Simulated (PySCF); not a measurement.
# Simulated absorption spectrum

Compound: C4H2ClN.
SMILES with atom numbers: `[N:1]#[C:2][C@@H:3]1[CH:4]=[C:5]1[Cl:6]` (hydrogens: H7 on C3; H8 on C4)

Structure used (GFN2-xTB), in Å, numbered top down from 1:
```xyz
8
C4H2ClN angstrom
N     -2.3589   -0.7159   -0.9773
C     -1.4418   -0.4708   -0.3370
C     -0.3060   -0.1650    0.4662
C      0.5760    1.0261    0.1027
C      1.0702   -0.1446   -0.1614
Cl     2.2714   -1.1497   -0.7343
H     -0.4207   -0.4563    1.5081
H      0.6188    2.0856    0.1084
```

Method: TDDFT wB97X-D/def2-SVPD, vertical, gas phase, core orbitals frozen in the response (PySCF).

Broadening: Gaussians 0.3 eV wide at half height, area fixed by f = 4.319×10⁻⁹ ∫ε dν̃. The width is an assumption, not a result. The curve ends short of the highest state used, and states not computed would add to its high-energy end.

(E (eV), ε (L mol⁻¹ cm⁻¹)): (5.93, 3), (5.96, 6), (5.99, 13), (6.02, 26), (6.05, 52), (6.08, 96), (6.11, 171), (6.14, 292), (6.17, 482), (6.20, 769), (6.23, 1189), (6.26, 1780), (6.29, 2583), (6.32, 3626), (6.35, 4915), (6.38, 6414), (6.41, 8038), (6.44, 9644), (6.48, 11444), (6.51, 12299), (6.54, 12572), (6.57, 12213), (6.60, 11269), (6.63, 9878), (6.66, 8236), (6.69, 6550), (6.72, 4999), (6.75, 3698), (6.78, 2698), (6.81, 1987), (6.84, 1514), (6.87, 1213), (6.90, 1018), (6.93, 881), (6.96, 770), (6.99, 672), (7.02, 590), (7.05, 534), (7.09, 521), (7.12, 577), (7.15, 704), (7.18, 913), (7.21, 1211), (7.24, 1599)

Task: Locate the maxima and give the states behind the curve.

Result: 190 nm (6.54 eV), ε about 13000, made up of S2 (96%) (ε in L mol⁻¹ cm⁻¹; maxima over ε = 5, shares over 10%). At its high-energy end, 7.24 eV, the curve is still rising (ε about 1600, from S4 and S5). The states used: S1 6.38 eV (f 0.013); S2 6.54 eV (f 0.134); S3 6.90 eV (f 0.0084); S4 7.21 eV (f 0.0027); S5 7.42 eV (f 0.038); S6 7.64 eV (f 0.065); S7 7.82 eV (f 0.036); S8 7.84 eV (f 0.0026).

Task: What would ε be at 6.54 eV, the highest of these maxima, with half the width (0.15 eV)?

Result: About 24100 L mol⁻¹ cm⁻¹ against 12600, a factor of about 1.9; a lone state at its own centre would give exactly 2.

Task: Does any computed singlet lie in the visible range?

Result: No computed singlet lies in the visible range (380 to 750 nm); the lowest, at 194 nm, stands 3.11 eV above its violet end (3.26 eV).

Task: On this curve, what absorbance would a 10⁻³ mol/L sample give at 193 nm over a 1 cm path?

Result: 193 nm is 6.424 eV, where ε is about 8800 L mol⁻¹ cm⁻¹, so A = ε c l ≈ 8.8 (Beer–Lambert, with the gas-phase spectrum and the assumed width).
